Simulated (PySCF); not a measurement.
Molecule: `C(C(C=C)=O)=C`, C₅H₆O.

Atom-mapped SMILES (the numbers label the heavy atoms): `[CH2:1]=[CH:2][C:3](=[O:4])[CH:5]=[CH2:6]`. Each H is labelled by its parent atom. Ha(C1), Ha(C6) are cis to C3; Hb(C1), Hb(C6) are trans to C3.

Geometry PBE0-D3(BJ)/def2-SVP throughout; GIAO in PySCF 2.14.0 with density-fitted response routines, gas phase, one conformer, non-relativistic; equivalent atoms averaged; basis pcSseg-2.

For orientation, mPW1PW91 gives these shifts δ (against TMS, H2O at the same level): C3 193.3, C1/C6 144.5, C2/C5 145.6, O4 566.3, Ha(C1)/Ha(C6) 7.14, H(C2)/H(C5) 6.75, Hb(C1)/Hb(C6) 6.05 ppm.

A run gave: C3 193.0, C1/C6 144.5, C2/C5 145.6, O4 566.3, Ha(C1)/Ha(C6) 7.16, H(C2)/H(C5) 6.78, Hb(C1)/Hb(C6) 6.07 ppm (shifts δ (against TMS, H2O at the same level)).

**Question.** Which functional was used in that run?
A. BLYP
B. PBE
C. PBE0
D. B97-2

**Answer.** C. C1/C6 tells them apart best: PBE0 gives 144.5, BLYP gives 140.1, B97-2 gives 141.1, PBE gives 141.4 ppm.
